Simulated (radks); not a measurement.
**S⁴⁺ in [Ne] 3s2: an all-electron calculation**

One table from this session's results is given with a row withheld; the runs are named, their logs left out.

Program: radks (a radial shooting solver on a logarithmic mesh, Libxc functionals) version 1. Level of theory: scalar-relativistic Kohn-Sham, PBE, spin-polarised, spherical densities, finite nucleus. These are calculated values, not measurements, unless marked.

## The system

* element: sulfur (Z = 16)
* charge: +4
* electrons: 12
* configuration: [Ne] 3s2
* nuclear rms radius: 3.2611 fm

The outer shells:

S⁴⁺
```
[Ne] core
3s [↑↓]
```

The first run:

Settings of this run:

```text
Z 16
configuration [Ne] 3s2
relativity scalar-relativistic
functional pbe,pbe
spin polarised
nucleus finite rms 3.2611 fm
c 137.035999084
```

Started as:

```bash
$ python run_ks.py task.json out
```

All runs below come from this command, one after another.

Among the steps run: Self-consistent calculation.

One of the session's tables, all rows but one given; the rest of the session is left out.

It belongs to the step «Shells». From the orbitals of this run (lengths in bohr):

| level | <r> | outermost maximum (interpolated) | 90 % within | nodes |
| --- | --- | --- | --- | --- |
| 1s | 0.09686 | 0.0633 | 0.173 | 0 |
| 2s | 0.4770 | 0.387 | 0.747 | 1 |
| 2p | 0.4395 | 0.325 | 0.731 | 0 |
| 3s | ? | ? | ? | ? |

Estimate the missing values for 3s.

**Answer.** <r>: 1.466; outermost maximum (interpolated): 1.31; 90 % within: 2.16; nodes: 2. In the column «<r>» it is the highest.
